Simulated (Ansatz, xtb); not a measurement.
# Relative energy of two conformers of CH7N3

Structure I is `NCNN`, a singlet and structure II is `NCNN`, a singlet. Both are isolated molecules in the gas phase, relaxed with PBE0-D3(BJ)/def2-SVP.

I (Å):

```xyz
11

C    -1.2332    0.1983    0.7093
N    -1.8924    1.3791    1.1822
N    -1.9292   -1.0389    1.0244
N    -1.9206   -1.2871    2.4023
H    -2.8471    1.3853    0.8234
H    -1.9831    1.2967    2.1949
H    -0.1996    0.2052    1.1184
H    -1.1415    0.2357   -0.3900
H    -1.5438   -1.8111    0.4773
H    -1.0981   -1.8108    2.7114
H    -2.7495   -1.8134    2.6639
```

II (Å):

```yaml
atoms:
  - { symbol: C, position_ang: [-0.7467, -0.6434, 0.9953] }
  - { symbol: N, position_ang: [-1.6786, 0.1662, 1.7650] }
  - { symbol: N, position_ang: [-0.5289, -0.1476, -0.3351] }
  - { symbol: N, position_ang: [0.0524, 1.1307, -0.3083] }
  - { symbol: H, position_ang: [-1.1932, 0.9739, 2.1525] }
  - { symbol: H, position_ang: [-2.0416, -0.3559, 2.5594] }
  - { symbol: H, position_ang: [0.2517, -0.7384, 1.4641] }
  - { symbol: H, position_ang: [-1.1682, -1.6581, 0.9009] }
  - { symbol: H, position_ang: [-1.4239, -0.1450, -0.8293] }
  - { symbol: H, position_ang: [0.5839, 1.2736, -1.1630] }
  - { symbol: H, position_ang: [-0.6487, 1.8724, -0.2494] }
```

Question: Estimate E(II) − E(I) at the level CCSD(T)/def2-SVP + ΔMP2/def2-TZVPP.

Answer: Too close to call at this level: CCSD(T)/def2-SVP + ΔMP2/def2-TZVPP gives E(II) − E(I) = +0.27 kJ/mol.

Level by level:

```csv
level,geometry,E(II) − E(I) (kJ/mol),departure from the last row (kJ/mol),"job, with rough time for the two"
PBE0-D3(BJ)/def2-SVP,PBE0-D3(BJ)/def2-SVP,+3.93,+3.65,"optimisation, 2.9 min"
HF/def2-SVP,PBE0-D3(BJ)/def2-SVP,+2.39,+2.11,part of the CCSD(T) run
MP2/def2-SVP,PBE0-D3(BJ)/def2-SVP,+2.53,+2.26,part of the CCSD(T) run
CCSD(T)/def2-SVP,PBE0-D3(BJ)/def2-SVP,+2.40,+2.12,single point
CCSD(T)/def2-SVP + ΔMP2/def2-TZVPP,PBE0-D3(BJ)/def2-SVP,+0.27,,"single point, 81 s"
```

The largest departure from CCSD(T)/def2-SVP + ΔMP2/def2-TZVPP is that of PBE0-D3(BJ)/def2-SVP, 3.65 kJ/mol. Levels run at GFN2-xTB geometries aren't shown. The last row adds to CCSD(T) the change of the MP2 difference between the two basis sets, here −2.12 kJ/mol.

With harmonic frequencies from PBE0-D3(BJ)/def2-SVP (ideal gas, rigid rotor, one conformer each, 298.15 K, 1 atm): on the last row, ΔE + ΔZPE = −0.11, ΔH = +0.34, ΔG = −0.83 kJ/mol.

The correlated steps freeze 4 core orbitals. Programs: Ansatz 0.2.0; the last row on 1 thread of Intel(R) Xeon(R) Processor @ 2.50GHz (Skylake/Cascade Lake) on a shared host.
